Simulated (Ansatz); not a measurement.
Reaction: BNH3Br (SMILES NBBr) → BHBr (SMILES Br[BH], doublet) + NH2 (SMILES [NH2], doublet) (the B-N bond breaks)
Each species at its own B3LYP-D3(BJ)/def2-TZVP minimum (Ansatz, a quantum-chemistry and plane-wave program), one conformer.

Total energies in hartree (Ansatz). Radicals and triplets start from unrestricted determinants; spin-orbit coupling is neglected. Correlated methods leave the cores frozen (noble-gas shells, and filled d and f shells in the p block). No relativity. Spin-orbit terms, left out, reach several kcal/mol for Br and I, and more for heavier atoms.

| species | HF/cc-pVTZ | CCSD(T)/cc-pVTZ | HF/cc-pVQZ | CCSD(T)/cc-pVQZ | CCSDT(Q)/cc-pVTZ |
|---|---|---|---|---|---|
| 1: BNH3Br (SMILES NBBr) | -2653.45985 | -2653.98668 | -2653.46873 | -2654.03348 | -2653.98826 |
| 2: BHBr (SMILES Br[BH], doublet) | -2597.69545 | -2597.96731 | -2597.69989 | -2597.99434 | -2597.96876 |
| 3: NH2 (SMILES [NH2], doublet) | -55.58579 | -55.79359 | -55.59045 | -55.81078 | -55.79420 |

Work out the bond dissociation energy (electronic) in kJ/mol: take Hartree-Fock from cc-pVQZ, extrapolate the CCSD(T) correlation energy as X^-3 (X = 3, 4), and add CCSDT(Q) - CCSD(T) in cc-pVTZ. 1 hartree = 2625.5 kJ/mol.


Species 1: correlation (64·(-0.56475) - 27·(-0.52683))/37 = -0.59242; step -0.00158; E1 = -2653.46873 + (-0.59242) + (-0.00158) = -2654.06273
Species 2: correlation (64·(-0.29445) - 27·(-0.27186))/37 = -0.31093; step -0.00145; E2 = -2597.69989 + (-0.31093) + (-0.00145) = -2598.01227
Species 3: correlation (64·(-0.22033) - 27·(-0.20780))/37 = -0.22947; step -0.00061; E3 = -55.59045 + (-0.22947) + (-0.00061) = -55.82053
-1·E1 +1·E2 +1·E3 = 0.22993 hartree = 603.7 kJ/mol.
